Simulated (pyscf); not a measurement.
Optimised with ωB97X-D3(BJ)/def2-SVP in PySCF.

Problem. Estimate the classical barrier height and the reaction energy of HO–Si:–OH [singlet] + H atom (H•) -> [O=Si–OH]• + hydrogen (H₂) at ωB97M-D3(BJ)/def2-TZVP. The step runs on the doublet surface, breaks H–O and forms H–H; take the separated reactants as zero.

Solution. ΔE‡ = 13.6 kcal/mol, ΔE = -5.1 kcal/mol. Zero-point energy shifts the barrier by -1.7 kcal/mol. It is a hydrogen abstraction, with an imaginary mode of 1764i cm⁻¹. One saddle was located; it need not be the lowest between these sides. The angle at the transferred H is 171°.
